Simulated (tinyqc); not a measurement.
Inside a calculation. Method: Pariser-Parr-Pople SCF with singles CI, for the molecule C=C(Cl)C(=O)F (SMILES; centres numbered as the heavy atoms are written). One step of it, computed by the program tinyqc.

Problem. Iteration 2: Fock matrix. F_rr = H_rr + P_rr gamma_rr / 2 + sum_(s != r) P_ss gamma_rs; F_rs = H_rs - P_rs gamma_rs / 2; E = tr P (H + F) / 2 + core repulsion sum_(r<s) z_r z_s gamma_rs.

P after iteration 1, order 1C, 2C, 3Cl, 4C, 5O, 6F:
```
[[0.546973, 0.812566, -0.135142, 0.196597, -0.273210, -0.054278],
 [0.812566, 1.298314, 0.149480, 0.420423, -0.221167, -0.052261],
 [-0.135142, 0.149480, 1.965342, -0.140227, 0.086354, 0.019643],
 [0.196597, 0.420423, -0.140227, 0.835884, 0.839013, 0.184535],
 [-0.273210, -0.221167, 0.086354, 0.839013, 1.383116, -0.135141],
 [-0.054278, -0.052261, 0.019643, 0.184535, -0.135141, 1.970371]]
```

core matrix H (eV), order 1C, 2C, 3Cl, 4C, 5O, 6F:
```
[[-48.149324, -2.390000, 0.000000, 0.000000, 0.000000, 0.000000],
 [-2.390000, -58.496427, -1.590000, -2.390000, 0.000000, 0.000000],
 [0.000000, -1.590000, -56.902502, 0.000000, 0.000000, 0.000000],
 [0.000000, -2.390000, 0.000000, -60.106176, -2.510000, -2.100000],
 [0.000000, 0.000000, 0.000000, -2.510000, -55.912099, 0.000000],
 [0.000000, 0.000000, 0.000000, -2.100000, 0.000000, -71.411990]]
```

repulsion gamma_rs (eV), order 1C, 2C, 3Cl, 4C, 5O, 6F:
```
[[11.130000, 7.554960, 5.329463, 5.239602, 3.728910, 4.903463],
 [7.554960, 11.130000, 7.828438, 7.553862, 5.413514, 5.578607],
 [5.329463, 7.828438, 13.000000, 5.328307, 4.831401, 3.792446],
 [5.239602, 7.553862, 5.328307, 11.130000, 8.106459, 8.694819],
 [3.728910, 5.413514, 4.831401, 8.106459, 15.200000, 5.650208],
 [4.903463, 5.578607, 3.792446, 8.694819, 5.650208, 21.400000]]
```

Centres (angstrom, eV; a flat drawing with bonds scaled to 1.40 angstrom):
```
centre          x          y  core charge z          W   gamma_rr
1C       1.400000   1.212000              1  11.160000  11.130000
2C       0.700000   0.000000              1  11.160000  11.130000
3Cl      1.400000  -1.212000              2  26.000000  13.000000
4C      -0.700000   0.000000              1  11.160000  11.130000
5O      -1.400000  -1.212000              1  17.700000  15.200000
6F      -1.400000   1.212000              2  39.000000  21.400000
```

Give: F; pi energy.

Solution.

F (eV), order 1C, 2C, 3Cl, 4C, 5O, 6F:
```
[[-5.624, -5.459, 0.360, -0.515, 0.509, 0.133],
 [-5.459, -6.960, -2.175, -3.978, 0.599, 0.146],
 [0.360, -2.175, -12.440, 0.374, -0.209, -0.037],
 [-0.515, -3.978, 0.374, -3.965, -5.911, -2.902],
 [0.509, 0.599, -0.209, -5.911, -8.928, 0.382],
 [0.133, 0.146, -0.037, -2.902, 0.382, -17.868]]
```

pi energy = -154.024 eV
